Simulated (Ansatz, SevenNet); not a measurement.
**Cu2ZnSnS4 (I-4, No. 82): properties by level of theory**

| level (code) | lattice parameter a (Å) | lattice parameter c (Å) |
|---|---|---|
| SevenNet-l3i5 | 5.463 | 10.929 |
| PBE (Ansatz) | 5.468 | 10.936 |
| PBEsol (Ansatz) | 5.374 | 10.755 |
| PBE-D3(BJ) (Ansatz) | 5.394 | 10.790 |
| r²SCAN+rVV10 (Ansatz) | 5.391 | 10.779 |

Ansatz's density-functional and Hartree–Fock values are scalar-relativistic unless marked +SOC, with PAW data made under PBE.

Static lattice: no zero-point or thermal effects.

Ansatz is a first-principles code.
